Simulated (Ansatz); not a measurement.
# CH5BN, SMILES C[B]N: a composite energy at a relaxed geometry

Computed with the Ansatz DFT code, driven from Python.

Typed at the interpreter:
```pycon
>>> import itertools
>>> import ansatz as az
>>> from ase import Atoms
>>> from ase.data import atomic_numbers, covalent_radii
>>> import numpy as np
>>> atoms = Atoms(["C", "B", "N", "H", "H", "H", "H", "H"], positions=[
...     [-0.6976, 0.7373, -0.4413],
...     [-0.2904, -0.7068, -0.1428],
...     [1.0919, -0.9823, 0.3357],
...     [-1.7259, 0.7879, -0.8027],
...     [-0.0979, 1.2053, -1.2635],
...     [-0.6632, 1.4134, 0.4651],
...     [1.2501, -0.5161, 1.2834],
...     [1.2249, -1.9958, 0.5104],
... ])
>>> ch5bn = az.Crystal.molecule_from_ase(atoms)
>>> model = ch5bn.calculation()
>>> model = model.basis(gaussian="def2-SVP").functional("pbe0")
>>> model = model.spin("collinear", total=1)
>>> symbols = [site.symbol for site in ch5bn.cartesian_sites]
>>> start = np.array([site.position_ang for site in ch5bn.cartesian_sites], dtype=float)
>>> report = model.relax(force_tolerance=0.01, max_steps=100).run(threads=1).report
>>> end = np.array(report["positions_ang"])
>>> # pairs closer than 1.2 times the sum of covalent radii, before or after
>>> radius = [covalent_radii[atomic_numbers[s]] for s in symbols]
>>> span = lambda where, i, j: np.linalg.norm(where[i] - where[j])
>>> bonded = [(i, j) for i, j in itertools.combinations(range(len(symbols)), 2) if min(span(start, i, j), span(end, i, j)) < 1.2 * (radius[i] + radius[j])]
>>> print("pair        before    after (A)")
pair        before    after (A)
>>> for i, j in bonded:
...     print(f"{symbols[i]}{i}-{symbols[j]}{j}".ljust(10), f"{span(start, i, j):8.4f} {span(end, i, j):8.4f}")
...
C0-B1        1.5298   1.5633
C0-H3        1.0911   1.1024
C0-H4        1.1201   1.1023
C0-H5        1.1313   1.1065
B1-N2        1.4885   1.3830
N2-H6        1.0679   1.0186
N2-H7        1.0370   1.0119
>>> minimum = az.Crystal.molecule()
>>> for symbol, place in zip(symbols, end):
...     minimum = minimum.atom(symbol, place.tolist())
...
>>> at_minimum = minimum.calculation().spin("collinear", total=1)
>>> # MP2 extrapolated to the basis limit, plus the small-basis difference CCSD(T) - MP2
>>> level = lambda method, basis: at_minimum.basis(gaussian=basis).correlation(method).run(threads=1).report
>>> small, large, cluster = level("mp2", "cc-pVDZ"), level("mp2", "cc-pVTZ"), level("ccsd_t", "cc-pVDZ")
>>> corr = lambda each: (each["free_energy_ev"] - each["reference_energy_ev"]) / 27.211386246
>>> mp2_limit = (27 * corr(large) - 8 * corr(small)) / 19
>>> pieces = {"HF / cc-pVTZ": large["reference_energy_ev"] / 27.211386246, "MP2 correlation, DZ-TZ limit": mp2_limit, "CCSD(T) - MP2 / cc-pVDZ": corr(cluster) - corr(small)}
>>> for name, value in pieces.items():
...     print(f"{name:32s} {value:14.6f} Ha")
...
HF / cc-pVTZ                        -119.949303 Ha
MP2 correlation, DZ-TZ limit          -0.509047 Ha
CCSD(T) - MP2 / cc-pVDZ               -0.048310 Ha
>>> print(f"{'sum':32s} {sum(pieces.values()):14.6f} Ha")
sum                                 -120.506660 Ha
>>> print("T1 diagnostic", round(cluster["correlation"]["coupled_cluster"]["t1_diagnostic"], 4))
T1 diagnostic 0.0134
```

Total energies depend on the basis set; only differences at equal settings carry meaning. The sum leaves out core correlation, relativity, the Hartree-Fock basis error and zero-point energy; a DZ-TZ extrapolation is rough. The run takes the species as open-shell (spin multiplicity 2), which needn't be its ground state. Inner cores stay frozen, so this is valence correlation. An extrapolation from small basis sets is rough. The whole script took 43 s on 1 thread of Arm Neoverse V1, on a shared host, peak memory 0.39 GiB.
